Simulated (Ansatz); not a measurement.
# Water (H2O): how energies converge with the basis set

The task here is to estimate one member of a computed series from the others.

Computed with Ansatz 0.2.0, Gaussian basis. Level: one geometry, several basis sets.

Plan: PBE0-D4/def2-SVP; ωB97M-V/def2-SVP; PBE0-D4/def2-QZVPP; ωB97M-V/def2-QZVPP; CCSD(T)/cc-pV(D+d)Z; CCSD(T)/cc-pV(T+d)Z; CCSD(T)/cc-pV(Q+d)Z; the functionals' def2-TZVPP values are taken from earlier runs.

### The relaxed structure

The geometry comes from an earlier relaxation with PBE0-D4 in a triple-zeta def2 set; it is a stationary point.

SMILES `O`, 3 atoms, charge 0, spin multiplicity 1.

Atoms are counted from 1 here; the program's logs count them from 0.

Bond lengths: O1–H2 0.960 Å, O1–H3 0.960 Å. Angles: H2–O1–H3 105.1°.

The first run:

File in.yaml:

```yaml
crystal:
  periodic: [false, false, false]
  atoms:
    - {symbol: O, position_ang: [-0.302695, 0.200222, -0.140570]}
    - {symbol: H, position_ang: [0.466546, 0.548425, 0.315304]}
    - {symbol: H, position_ang: [-0.163850, -0.748647, -0.174734]}
basis:
  gaussian: {orbitals: def2-SVP}
hamiltonian: {xc: pbe0, dispersion: d4}
output: {orbitals: {seedname: orbitals}}
```

Among the steps run: PBE0-D4 in def2-SVP; ωB97M-V in def2-SVP; PBE0-D4 in def2-QZVPP; ωB97M-V in def2-QZVPP.

One table of the session follows, with a row left open; its other results are not shown here.

It belongs to the step «Functionals by basis». 

| functional | basis | HOMO (eV) | LUMO (eV) |
| --- | --- | --- | --- |
| PBE0-D4 | def2-SVP | -8.30 | 1.77 |
| PBE0-D4 | def2-TZVPP | -8.90 | 0.85 |
| PBE0-D4 | def2-QZVPP | -9.02 | 0.50 |
| ωB97M-V | def2-SVP | -10.86 | 3.41 |
| ωB97M-V | def2-TZVPP | ? | ? |
| ωB97M-V | def2-QZVPP | -11.59 | 1.80 |

Estimate the missing values for ωB97M-V, def2-TZVPP.

The run gave: HOMO (eV): -11.47; LUMO (eV): 2.27. In the column «HOMO (eV)» it lies between ωB97M-V, def2-QZVPP (-11.59) and ωB97M-V, def2-SVP (-10.86).
